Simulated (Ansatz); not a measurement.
Program: Ansatz 0.2.0.

A structure relaxed at PBE0-D4/def2-TZVP, charge 0, multiplicity 1:

Cartesian coordinates in Å:
```
C -0.1364 -1.3300 -0.0324
N 0.2728 -0.0508 0.4907
C 0.0197 1.0018 -0.1222
O 0.3543 2.2233 0.2775
F -0.6252 1.1022 -1.2789
H -0.7792 -1.8267 0.6984
H 0.7454 -1.9617 -0.1642
H -0.6703 -1.2721 -0.9852
H 0.8188 2.1140 1.1164
```

Give its formula and SMILES.

C2H4FNO, `C/N=C(/O)F`.

Point group (tolerance 0.08 Å, 0.16 Å for H)?

Cs.

Summarise the bond lengths by kind.

2 × C–N 1.244 to 1.441 Å; 3 × C–H 1.093 to 1.094 Å; 1 × C–O 1.328 Å; 1 × C–F 1.328 Å; 1 × H–O 0.965 Å.
